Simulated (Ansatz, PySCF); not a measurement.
System: C₂H₈N, charge 1, multiplicity 1. It need not be the lowest isomer of its formula. 
Structure (B3LYP-D3(BJ)/def2-TZVP (Ansatz, a first-principles code) minimum search):
```xyz
11

C     -0.0102    -0.2799     1.2603
N      0.0275     0.5411     0.0018
C     -0.0179    -0.2714    -1.2620
H      0.8489    -0.9453     1.2605
H      0.0266     0.3882     2.1168
H     -0.9323    -0.8547     1.2662
H      0.8738     1.1149     0.0011
H      0.8412    -0.9367    -1.2720
H      0.0136     0.4026    -2.1143
H     -0.9401    -0.8461    -1.2663
H     -0.7561     1.1978     0.0064
```
Charge +1, spin multiplicity 1.

Total electronic energies in hartree. Cores are frozen in the correlated levels unless marked. Spin-orbit coupling is left out. No relativistic terms. Basis-set limits of correlation are two-point, X^-3; Hartree-Fock from the larger set. The bracket is a focal-point correction in the basis named.

| level | program | energy (Eh) |
|---|---|---|
| PBE-D3(BJ)/def2-TZVPD | Ansatz + dftd3 | -135.39702 |
| BLYP-D3(BJ)/def2-TZVPD | Ansatz + dftd3 | … |
| PBE0-D3(BJ)/def2-TZVP | Ansatz + dftd3 | -135.41910 |
| PBE0/def2-TZVP | Ansatz | -135.41408 |
| r2SCANh-D4/def2-TZVPD | Ansatz + dftd4 | … |
| LC-wPBE/def2-TZVPD | Ansatz | -135.50435 |
| B2PLYP-D4/def2-TZVPD | Ansatz + dftd4 | -135.45210 |
| CCSD(T)/cc-pVDZ | PySCF | -135.15119 |
| RI-MP2/CBS(cc-pVTZ,cc-pVQZ)+[CCSD(T)-MP2]/cc-pVTZ | Ansatz | -135.3683 |

Task: Complete the blanks.

Result: 
- BLYP-D3(BJ)/def2-TZVPD, energy (Eh): -135.51840
- r2SCANh-D4/def2-TZVPD, energy (Eh): -135.48937
